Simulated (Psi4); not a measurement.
Psi4 input (wB97X-D/6-311+G**):

```
memory 1500 MB

molecule {
0 3
Si   -0.04116040    0.00557533   -0.09268216
H     0.36192716    1.44513905    0.31573958
H    -1.19203177    0.18280433    0.92992068
H     1.48015456   -0.22183166   -0.28114553
H    -0.07380436   -1.48416638    0.33303557
symmetry c1
no_reorient
no_com
}

set {
  basis 6-311+G**
  reference uks
  scf_type pk
  dft_radial_points 99
  dft_spherical_points 590
  e_convergence 1e-8
  d_convergence 1e-7
  maxiter 150
}

e = energy('wb97x-d')
print_out(f'\nFINAL {e:.10f} DIPOLE {variable("CURRENT DIPOLE")[0]:.6f} {variable("CURRENT DIPOLE")[1]:.6f} {variable("CURRENT DIPOLE")[2]:.6f}\n')
```

Task: What final total energy does it give?

Result: -291.71578 Eh.
